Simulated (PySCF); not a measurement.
Species: C4H10N (charge +1).
Cartesian coordinates in Å at the GFN2-xTB level; atoms count from 1:
```xyz
15
C4H10N angstrom
C     -0.809    1.555   -0.115
N     -0.553    0.349    0.175
C     -1.501   -0.711   -0.015
C      0.745   -0.054    0.683
C      1.664   -0.469   -0.467
H     -1.763    1.841   -0.535
H     -0.075    2.331    0.053
H     -1.044   -1.525   -0.578
H     -2.389   -0.365   -0.540
H     -1.799   -1.112    0.957
H      1.198    0.778    1.224
H      0.609   -0.893    1.368
H      2.630   -0.751   -0.060
H      1.814    0.355   -1.160
H      1.269   -1.321   -1.013
```

Computed geometry: GFN2-xTB, gas phase.

Masses are those of the commonest isotopes; rigid-rotor values at the optimised geometry. The values belong to one conformer with, in the numbering `[CH2:1]=[N+:2]([CH3:3])[CH2:4][CH3:5]`, C1–N2–C4–C5 -92°.

**Question.** What are A, B and C (MHz)?

**Answer.** Ia = 66.73, Ib = 126.31, Ic = 160.65 u·Å²; 505379 MHz·u·Å²/I gives A = 7573, B = 4001, C = 3146 MHz.

**Question.** Classify the top.

**Answer.** An asymmetric top: κ = (2 × 4001 − 7573 − 3146)/(7573 − 3146) = -0.61.

**Question.** Is it planar, by Δ = Ic − Ia − Ib?

**Answer.** Not planar: Δ = Ic − Ia − Ib = -32.40 u·Å². For a rigid frame Δ = −2 Σ m c², so Σ m c² = 16.20 u·Å² lies off the ab plane: 7.69 from hydrogen and 8.51 from heavier atoms. The atom farthest from that plane is 1.35 Å away.

**Question.** Give the other two planar moments, Paa and Pbb, and the rms extents of the mass along the axes.

**Answer.** Paa = Σ m a² = (Ib + Ic − Ia)/2 = 110.11 and Pbb = Σ m b² = (Ia + Ic − Ib)/2 = 50.53 u·Å². With the mass M = 72.08 u, the rms extents √(P/M) along a, b and c are 1.24, 0.84, 0.47 Å.

Not checked by GFN2-xTB frequencies. No vibrational averaging or centrifugal distortion is included, and the geometry carries the error of its method.
